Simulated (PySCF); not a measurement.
Species: thioformaldehyde, CH2S.
Numbering: `[CH2:1]=[S:2]` (hydrogens: H3, H4 on C1)

Method: PBE/6-31+G* geometry optimisation, gas phase in PySCF; density fitting, grid level 1; the optimiser is geomeTRIC in internal coordinates, started from a GFN2-xTB structure.

Step 0: E = -11897.2422 eV
```
atom  x, y, z in Å  |  force x, y, z in eV/Å
C1     -0.1149    0.0053    0.0029   -0.125   0.007  -0.012
S2      1.4839   -0.0522    0.1348    1.032  -0.039   0.086
H3     -0.6121    0.8191   -0.5087   -0.417   0.467  -0.302
H4     -0.7466   -0.7675    0.4212   -0.490  -0.436   0.228
```

**Question.** Estimate the geometry and energy of step 1. (The exact step hangs on the optimiser's Hessian estimate; all steps are aligned on step 0, rigid shifts and turns removed.)

**Answer.** E = -11897.2682 eV, largest force 0.090 eV/Å
```
atom  x, y, z in Å  |  force x, y, z in eV/Å
C1     -0.1086    0.0052    0.0034   -0.089   0.003  -0.007
S2      1.5100   -0.0533    0.1371    0.077  -0.003   0.006
H3     -0.6278    0.8283   -0.5151    0.005  -0.007   0.004
H4     -0.7634   -0.7755    0.4249    0.007   0.007  -0.004
```

The energy changes by -0.0260 eV. The first-order estimate −F·Δx gives -0.0516 eV and the mean of the old and new forces, exact on a quadratic surface, -0.0264 eV. The step makes an angle of 19° with the force vector and moves no atom by more than 0.026 Å.

What follows is the cost of the whole optimisation. The run took 1.5 s on an Intel Xeon 6975P-C with one thread, no GPU, on a shared host, and the process peaked at 0.26 GiB of memory.
